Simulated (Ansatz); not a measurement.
Isolated molecules relaxed with PBE0-D4/def2-TZVP in Ansatz; ΔE leaves out vibrations. CBS: MP2 limit from def2 TZ/QZ plus the TZ coupled-cluster correction, frozen cores. This one scheme is used for every species. Functionals use def2-TZVPP. B3LYP here is the variant with VWN-RPA as its local correlation; programs differ in this. HSE06 is defined as in plane-wave codes.

Reaction (ligand exchange at the Al–C bond): `[AlH2][CH2][AlH2]` + NH₃ → `[NH2][AlH2]` + `[CH3][AlH2]`

```tsv
level	ΔE (kcal/mol)	difference from CCSD(T)/CBS
PBE-D4	-16.3	0.9
revPBE-D4	-16.3	0.9
BLYP-D4	-18.5	-1.3
B97M-V	-17.8	-0.6
PBE0-D4	-16.3	0.9
B3LYP-D4	-18.5	-1.3
r2SCANh-D4	-17.4	-0.2
r2SCAN0-D4	-17.4	-0.2
HSE06-D4	-16.3	0.9
BHLYP-D4	-18.6	-1.4
CAM-B3LYP-D4	-19.3	-2.1
ωB97X-V	-18.0	-0.8
ωB97M-V	-17.8	-0.6
B2PLYP	-18.8	-1.6
PBE-QIDH	-17.0	0.2
PBE	-16.8	0.4
revPBE	-16.7	0.5
BLYP	-19.4	-2.2
r2SCAN	-17.6	-0.4
PBE0	-16.8	0.4
B3LYP	-19.3	-2.1
r2SCANh	-17.6	-0.4
r2SCAN0	-17.6	-0.4
HSE06	-16.7	0.5
BHLYP	-19.6	-2.4
CAM-B3LYP	-19.8	-2.6
RPA@PBE/def2-TZVPP	-17.1	0.1
HF/def2-SVP	-20.1	-2.9
MP2/def2-SVP	-18.8	-1.6
CCSD/def2-SVP	-18.9	-1.7
CCSD(T)/def2-SVP	-18.5	-1.3
HF/def2-TZVPP	-20.1	-2.9
SCS-MP2/def2-TZVPP	-18.3	-1.1
CCSD/def2-TZVPP	-17.9	-0.7
CCSD(T)/def2-TZVPP	-17.4	-0.2
HF/def2-QZVPP	-20.1	-2.9
MP2/def2-QZVPP	-17.5	-0.3
SCS-MP2/def2-QZVPP	-18.2	-1.0
HF/CBS(def2)	-20.1	-2.9
CCSD/CBS(def2)	-17.7	-0.5
CCSD(T)/CBS	-17.2	0
```

Largest T1 diagnostic among the species: 0.011.

The D4 term adds +0.8 kcal/mol with B3LYP and +0.5 kcal/mol with PBE0; it sums over pairs of atoms, weighted by their polarisabilities, and B3LYP, whose exchange is more repulsive, gets the larger term. In def2-TZVPP, CCSD(T) changes the Hartree–Fock value by +2.7 kcal/mol (the triples alone add +0.5 kcal/mol) and MP2 by +2.5 kcal/mol. Leaving LDA and LC-ωPBE aside and taking each functional with its dispersion term where it has one, the values spread over 3.0 kcal/mol, from CAM-B3LYP-D4 to revPBE-D4.
